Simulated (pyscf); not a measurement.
Four-centre exchange: H₃Si–PH₂ + hydrogen (H₂) → H₃Si–PH₂ + hydrogen (H₂)

Gas phase, singlet surface, charge 0. Bonds broken: Si2–H8, H5–H9. Bonds formed: Si2–H5, H8–H9. Single points on ωB97X-D3(BJ)/def2-SVP structures (PySCF, gas phase).

Transition state (Å):

```xyz
9

P     -1.4595    -1.2946     0.7577
Si    -0.5392     0.6177    -0.0418
H     -0.7850    -2.2201    -0.0864
H     -2.6158    -1.1869    -0.0671
H      0.1462    -0.2479    -1.4028
H     -1.5867     1.5596     0.5068
H      0.7981     0.9256     0.5187
H     -0.4014     1.7497    -1.3645
H     -0.1025     0.7764    -1.6257
```

One imaginary mode, 1824i cm⁻¹; descent along it reached the two sides named.

```json
[
 {"bond": "Si2–H8", "change": "breaks", "reactant side (Å)": "1.492", "saddle": "1.746", "product side": "3.3"},
 {"bond": "H5–H9", "change": "breaks", "reactant side (Å)": "0.760", "saddle": "1.077", "product side": "3.0"},
 {"bond": "Si2–H5", "change": "forms", "reactant side (Å)": "3.6", "saddle": "1.753", "product side": "1.492"},
 {"bond": "H8–H9", "change": "forms", "reactant side (Å)": "2.8", "saddle": "1.051", "product side": "0.760"}
]
```

Electronic energies relative to the separated reactants (eV):

| level | barrier | reaction energy | reverse barrier |
|---|---|---|---|
| ωB97X-D3(BJ)/def2-TZVP | 2.97 | 0.00 | 2.97 |
| PBE/def2-TZVP | 2.60 | 0.00 | 2.60 |
| r²SCAN/def2-TZVP | 2.73 | 0.00 | 2.73 |
| B3LYP-D3(BJ)/def2-TZVP | 2.89 | 0.00 | 2.89 |
| PBE0-D3(BJ)/def2-TZVP | 2.72 | 0.00 | 2.72 |
| M06-2X/def2-TZVP | 3.04 | 0.00 | 3.04 |
| ωB97M-D3(BJ)/def2-TZVP | 2.92 | 0.00 | 2.92 |
| HF/def2-TZVP | 3.65 | 0.00 | 3.65 |

With ωB97M-D3(BJ)/def2-TZVP energies and thermal terms (ideal gas, 1 atm, RRHO with modes under 100 cm⁻¹ raised to 100, one conformer, R ln 2 for chiral ones without a mode under 150 cm⁻¹), in eV:

```csv
T (K),ΔH‡,ΔG‡,ΔH,ΔG
298,2.94,3.28,0.00,0.00
600,2.90,3.65,0.00,0.00
900,2.89,4.03,0.00,0.00
1200,2.90,4.42,0.00,0.00
```

At the saddle there is also a short H–Si contact that neither side keeps. One saddle was located; it need not be the lowest between these sides.
